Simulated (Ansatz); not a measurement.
A nudged elastic band was laid between two geometries of C$_{2}$H$_{6}$FNO (11 atoms, charge 0, multiplicity 1).

Computed with RKS PBE0-D4/def2-mTZVP in Ansatz 0.2.0.

- movable images: 9
- climbing image: yes
- spring: 5.0 eV/Å²
- optimiser: quadratic models (default)
- start path: through a guess of the saddle point
- force threshold: 0.05 eV/Å
- iteration limit: 60
- end points: relaxed

First end point:

```xyz
11
Properties=species:S:1:pos:R:3
N -0.319 1.148 0.875
C -0.560 -0.151 0.406
F 0.074 -1.149 1.215
C -0.015 -0.350 -0.991
O 1.368 -0.076 -1.044
H -0.580 1.263 1.846
H 0.654 1.403 0.746
H -1.626 -0.388 0.456
H -0.506 0.348 -1.671
H -0.236 -1.371 -1.321
H 1.810 -0.736 -0.496
```

Last end point:

```xyz
11
Properties=species:S:1:pos:R:3
N -0.081 0.933 1.134
C -0.509 -0.232 0.482
F 0.006 -1.377 1.148
C -0.014 -0.337 -0.947
O 1.361 -0.032 -1.042
H -0.805 1.525 1.504
H 0.642 1.439 0.642
H -1.596 -0.344 0.526
H -0.540 0.397 -1.563
H -0.236 -1.336 -1.338
H 1.838 -0.694 -0.526
```

Task: Which bonds break or form, and what moves?

Result: No bond is made or broken. The height of N1 over the plane of its neighbours goes from 0.34 to -0.26 Å.

Task: What energy profile does the band end with?

Result: The forces met the threshold. The highest image is number 6 of 0 to 10, 0.179 eV above the first end and 0.004 eV above the last; the last end lies 0.175 eV above the first. The top lies less than 8 meV above the higher end, about what the thresholds resolve: that end is a shoulder or a very shallow well. A vibrational analysis at the climbing image gives one clearly imaginary mode, 359i cm⁻¹: a first-order saddle point.

```json
{"image": "0", "path coordinate (Å)": "0.00", "energy (eV)": "0.000", "height of N1 over the plane of its neighbours (Å)": "0.34"}
{"image": "1", "path coordinate (Å)": "0.10", "energy (eV)": "0.008", "height of N1 over the plane of its neighbours (Å)": "0.31"}
{"image": "2", "path coordinate (Å)": "0.21", "energy (eV)": "0.037", "height of N1 over the plane of its neighbours (Å)": "0.24"}
{"image": "3", "path coordinate (Å)": "0.31", "energy (eV)": "0.085", "height of N1 over the plane of its neighbours (Å)": "0.16"}
{"image": "4", "path coordinate (Å)": "0.41", "energy (eV)": "0.135", "height of N1 over the plane of its neighbours (Å)": "0.06"}
{"image": "5", "path coordinate (Å)": "0.51", "energy (eV)": "0.169", "height of N1 over the plane of its neighbours (Å)": "-0.04"}
{"image": "6", "path coordinate (Å)": "0.62", "energy (eV)": "0.179", "height of N1 over the plane of its neighbours (Å)": "-0.14"}
{"image": "7", "path coordinate (Å)": "0.67", "energy (eV)": "0.178", "height of N1 over the plane of its neighbours (Å)": "-0.19"}
{"image": "8", "path coordinate (Å)": "0.72", "energy (eV)": "0.176", "height of N1 over the plane of its neighbours (Å)": "-0.21"}
{"image": "9", "path coordinate (Å)": "0.77", "energy (eV)": "0.175", "height of N1 over the plane of its neighbours (Å)": "-0.24"}
{"image": "10", "path coordinate (Å)": "0.82", "energy (eV)": "0.175", "height of N1 over the plane of its neighbours (Å)": "-0.26"}
```

Task: What is the geometry of the highest image?

Result: 
```xyz
11
Properties=species:S:1:pos:R:3
N -0.114 0.963 1.068
C -0.520 -0.216 0.462
F 0.003 -1.356 1.154
C -0.014 -0.345 -0.961
O 1.361 -0.040 -1.050
H -0.754 1.480 1.641
H 0.641 1.472 0.640
H -1.605 -0.347 0.505
H -0.537 0.375 -1.594
H -0.229 -1.354 -1.332
H 1.833 -0.689 -0.513
```

The run took 4 min on 2 threads of Arm Neoverse V1, on a shared host, peak memory 0.25 GiB.
